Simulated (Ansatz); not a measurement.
**CHN (singlet): wB97M-V, B2PLYP, RKS PBE0, RPA-PBE over a series of basis sets**

An exercise on one series of results from a longer session: the logs are not shown, and one member is left open.

Method: all electrons in the functionals, frozen cores in the correlation of double hybrids and RPA; program: Ansatz 0.2.0, Gaussian basis.

To be run: wB97M-V, B2PLYP, RKS PBE0, RPA-PBE, at STO-3G; 6-31G; 6-31G*; cc-pVDZ; cc-pVTZ; cc-pVQZ (not every functional at every point).

9 further runs of the same task are left out: 9 set aside as unsound or not needed.

### What is computed

The geometry is an MP2(full)/6-31G* stationary point (not a proven minimum).

3 atoms, charge 0, spin multiplicity 1.

Atoms are counted from 1 here; the program's logs count them from 0.

Bond lengths: C1–N2 1.176 Å, C1–H3 1.069 Å. Angles: N2–C1–H3 180.0°.

No dispersion term is added; wB97M-V holds VV10 nonlocal correlation.

The first run:

in.yaml reads:

```yaml
crystal:
  periodic: [false, false, false]
  atoms:
    - {symbol: C, position_ang: [0.000000, 0.000000, 0.035736]}
    - {symbol: N, position_ang: [0.000000, 0.000000, -1.140472]}
    - {symbol: H, position_ang: [0.000000, 0.000000, 1.104735]}
basis:
  gaussian: {orbitals: STO-3G}
magnetization: {spin_polarized: true, initial_magnetization: 0}
hamiltonian: {xc: {name: wB97M-V}}
output: {orbitals: {seedname: orbitals}}
```

Run with:

```
> ansatz run in.yaml --threads 1 --pin off --events-out ev --progress --plain --max-ram 4096MiB --backend cpu
```

Among the steps run: wB97M-V, STO-3G; wB97M-V, 6-31G; wB97M-V, 6-31G*; wB97M-V, cc-pVDZ; wB97M-V, cc-pVTZ; wB97M-V, cc-pVQZ; B2PLYP, STO-3G; B2PLYP, 6-31G; B2PLYP, 6-31G*; B2PLYP, cc-pVDZ; B2PLYP, cc-pVTZ; B2PLYP, cc-pVQZ; RKS PBE0, STO-3G; RKS PBE0, 6-31G; RPA-PBE, STO-3G; RPA-PBE, 6-31G; RPA-PBE, 6-31G*; RPA-PBE, cc-pVDZ; RPA-PBE, cc-pVTZ; RPA-PBE, cc-pVQZ.

One table of the session follows, with a row left open; its other results are not shown here.

It belongs to the step «Against the wave-function levels». Atomisation energies, with free atoms from separate runs at the same level and basis (kcal/mol); wave-function rows come from earlier runs:

```
   level  6-31G  cc-pVDZ  cc-pVTZ  cc-pVQZ
 wB97M-V  293.0    308.1    311.9    312.5
  B2PLYP  284.4    301.7    311.7    314.1
 RPA-PBE  245.6    275.4    290.6    295.4
     RHF  166.0    190.0    195.4    196.2
     UHF  166.0    190.0    195.4    196.2
RCCSD(T)      ?        ?        ?        ?
     FCI  263.2
```

**Question.** Estimate the row for RCCSD(T).

**Answer.** 6-31G: 262.3; cc-pVDZ: 283.2; cc-pVTZ: 300.8; cc-pVQZ: 307.0. In the column «6-31G» it lies between RPA-PBE (245.6) and FCI (263.2).

Caveats from the session: Core correlation, relativity and spin-orbit terms are not in the calculated values.
